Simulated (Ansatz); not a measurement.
**BH₃O (triplet): wave-function methods side by side at distance B1–H4 along a hydrogen transfer = 1.383 Å, cc-pVDZ**

The task here is to estimate one member of a computed series from the others.

Method: cc-pVDZ, core rule «outside noble gas», up to 2 orbitals frozen; program: Ansatz 0.2.0, Gaussian basis.

Plan: UHF; CCSD(T) on ROHF; CCSD(T) on UHF; BCCD(T) on ROHF; CISD; CCSDT(Q) on ROHF; CCSDT(Q) on UHF; CASSCF and MRCISD+Q, 4 electrons in 4 orbitals; CASSCF and NEVPT2, 4 electrons in 4 orbitals.

17 further runs of the same task are left out: 9 for a known fault of the program, 2 for a mislabelled method, 5 that didn't finish, 1 set aside as unsound or not needed.

## The geometry

The geometry derives from fragments relaxed apart (PBE0/def2-TZVP) and kept rigid, so it is no stationary point. A hydrogen atom is moved between rigid fragments.

5 atoms, charge 0, spin multiplicity 3.

Atoms are counted from 1 here; the program's logs count them from 0.

Bond lengths: B1–H2 1.193 Å, B1–H3 1.193 Å, B1–H4 1.383 Å, H4–O5 1.133 Å. Angles: H2–B1–H3 120.0°, H2–B1–H4 120.0°, H3–B1–H4 120.0°, B1–H4–O5 180.0°.

The first run:

in.yaml

```yaml
crystal:
  periodic: [false, false, false]
  atoms:
    - {symbol: B, position_ang: [-1.355676, 0.000000, 0.000000]}
    - {symbol: H, position_ang: [-1.952409, 1.033571, 0.000000]}
    - {symbol: H, position_ang: [-1.952409, -1.033571, 0.000000]}
    - {symbol: H, position_ang: [0.027324, 0.000000, 0.000000]}
    - {symbol: O, position_ang: [1.160324, 0.000000, 0.000000]}
basis:
  gaussian: {orbitals: cc-pVDZ}
magnetization: {spin_polarized: true, initial_magnetization: 2}
hamiltonian: {xc: hf}
output: {orbitals: {seedname: orbitals}}
```

Started as:

```sh
> ansatz run in.yaml --threads 1 --pin off --events-out ev --progress --plain --max-ram 2393MiB
```

Among the steps run: UHF; CCSD(T) on ROHF; CCSD(T) on UHF; BCCD(T) on ROHF; CISD; CCSDT(Q) on ROHF; CCSDT(Q) on UHF; CASSCF and MRCISD+Q, 4 electrons in 4 orbitals; CASSCF and NEVPT2, 4 electrons in 4 orbitals.

One of the session's tables, all rows but one given; the rest of the session is left out.

| method | from UCCSDT(Q) (kJ/mol) |
| --- | --- |
| ROHF | +739.3 |
| UHF | +700.9 |
| RMP2 | +102.0 |
| UMP2 | +113.6 |
| CISD | +63.6 |
| RCCSD | +15.9 |
| UCCSD | +14.9 |
| RCCSD(T) | +3.4 |
| UCCSD(T) | +3.3 |
| BCCD(T) | +3.4 |
| RCCSDT | +1.2 |
| UCCSDT | ? |
| RCCSDT(Q) | +0.1 |
| UCCSDT(Q) | 0 |
| CASSCF pair | +660.8 |
| NEVPT2 pair | +105.6 |
| MRCISD pair | +54.5 |
| MRCISD+Q pair | +5.7 |

**Question.** Estimate the row for UCCSDT.

As computed: from UCCSDT(Q) (kJ/mol): +1.0. In the column «from UCCSDT(Q) (kJ/mol)» it lies between RCCSDT(Q) (+0.1) and RCCSDT (+1.2).

Caveats from the session: Restricted and unrestricted rows rest on different reference determinants; where their highest levels disagree by more than a few hundredths of an eV, they describe different states and don't form one ladder.
